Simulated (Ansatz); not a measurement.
This Ansatz (an electronic-structure program) input (CCSD(T)/cc-pCVTZ) gives -919.43563 Eh with 118 basis functions. A basis named .json is the Basis Set Exchange file of that set (core-valence sets with the plain set on hydrogen).

Ansatz 0.2 input:
```yaml
crystal:
  periodic: [false, false, false]
  atoms:
    - {symbol: Cl, position_ang: [-0.00000000, -0.00000000, -1.00677069]}
    - {symbol: Cl, position_ang: [0.00000000, 0.00000000, 1.00677069]}
basis:
  gaussian:
    orbitals: cc-pCVTZ.json
magnetization: {spin_polarized: false}
correlation: {method: ccsd_t, electrons: outside_noble_gas}
```

Change:
```diff
- orbitals: cc-pCVTZ.json
+ orbitals: cc-pV_Q+d_Z.json
```

Task: What does the run give now?

Result: -919.47931 Eh (CCSD(T)/cc-pV(Q+d)Z, 128 functions), a change of -43.68 mEh.
